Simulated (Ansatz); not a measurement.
Process, species as SMILES: FC(F)(F)F -> F[C](F)F + F atom (the C-F bond breaks)

Property: bond dissociation energy (enthalpy at 298 K), in kcal/mol. Conventions: valence correlation only; non-relativistic; LANL2DZ all-electron up to Ne; UHF or UKS for open shells; dispersion terms only where a functional's name holds one; no spin-orbit coupling; six Cartesian d functions in 6-31G* and its kin unless marked 5d; 6-311+G** with 5d. CBS marks a two-point X^-3 extrapolation of the correlation energy; Hartree-Fock from the larger set. The bracket is a focal-point correction in the basis named. Ab initio and DFT rows: single points at B3LYP-D3(BJ) geometries (Ansatz, a first-principles code), with unscaled harmonic terms from B3LYP/6-31G* at its own minima.

Measured values: Active Thermochemical Tables 1.112 (ions: stationary electron), as tabulated in the package chemicals; they hold spin-orbit and core effects, anharmonicity. 

Value to compare with, the measured value: 130.2 kcal/mol.

```tsv
level	program	bond dissociation energy (enthalpy at 298 K) (kcal/mol)	error
PBE/STO-3G	Ansatz	112.0	-18.2
PBE/3-21G	Ansatz	134.9	4.7
PBE/LANL2DZ	Ansatz	110.7	-19.5
PBE/6-31G*	Ansatz	136.7	6.5
PBE/def2-SVP	Ansatz	137.3	7.1
PBE/6-311+G**	Ansatz	127.1	-3.1
PBE/def2-TZVPD	Ansatz	129.1	-1.1
RI-MP2/CBS(aug-cc-pVTZ,aug-cc-pVQZ)+[CCSD(T)-MP2]/aug-cc-pVTZ	Ansatz	131.5	1.3
```

3 of the 6 habitual levels lie above the measured value; their mean absolute error is 9.8 kcal/mol, the median 6.8.

The sets are all those run for this method; runs whose electronic state is in doubt are left out.
